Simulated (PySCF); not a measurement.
Species: C6H10.
SMILES: `C#CC(C)(C)C`

Method: PySCF 2.14.0, density-fitted response routines, TDDFT CAM-B3LYP/def2-SVPD, vertical, gas phase, core orbitals frozen in the response. Geometry: GFN2-xTB; no solvent, vibrations or thermal averaging.

Computed states:

```tsv
state	E (eV)	f
S1	6.76	0.0000
S2	7.01	0.0022
S3	7.01	0.0022
S4	7.56	0.071
S5	7.56	0.071
S6	8.46	0.0001
S7	8.46	0.0001
```

Each state is given a Gaussian of 0.3 eV full width at half maximum, with ε(max) = 2.175×10⁸ f / Δν̃ (Δν̃ the width in cm⁻¹). The width is an assumption, not a result. The curve ends short of the highest state used, and states not computed would add to its high-energy end.

(1) What does the envelope look like, and where are its maxima?

(2) Coming from long wavelengths, where does ε first pass 100 L mol⁻¹ cm⁻¹?

Results:

(1) 
(E (eV), ε (L mol⁻¹ cm⁻¹)): (6.31, 0), (6.33, 0), (6.36, 0), (6.39, 0), (6.42, 0), (6.45, 0), (6.48, 0), (6.50, 0), (6.53, 0), (6.56, 1), (6.59, 2), (6.62, 4), (6.65, 7), (6.67, 11), (6.70, 20), (6.73, 35), (6.76, 57), (6.79, 88), (6.81, 114), (6.84, 161), (6.87, 214), (6.90, 270), (6.93, 322), (6.96, 364), (6.98, 382), (7.01, 394), (7.04, 386), (7.07, 361), (7.10, 328), (7.13, 300), (7.15, 295), (7.18, 326), (7.21, 435), (7.24, 668), (7.27, 1080), (7.30, 1731), (7.32, 2324), (7.35, 3477), (7.38, 4940), (7.41, 6647), (7.44, 8467), (7.46, 9648), (7.49, 11207), (7.52, 12316), (7.55, 12805), (7.58, 12594), (7.61, 11720), (7.63, 10831), (7.66, 9189), (7.69, 7376), (7.72, 5601), (7.75, 4023), (7.78, 2734), (7.80, 2049), (7.83, 1270), (7.86, 744)

Maxima: 177 nm (7.01 eV), ε about 390, made up of S2 (51%) and S3 (49%); 164 nm (7.56 eV), ε about 13000, made up of S4 (50%) and S5 (50%) (ε in L mol⁻¹ cm⁻¹; maxima over ε = 5, shares over 10%).

(2) At about 182 nm (6.80 eV), 0.04 eV above S1.

On one thread of an x86-64 server, on a shared host, this took 24 s of wall time.
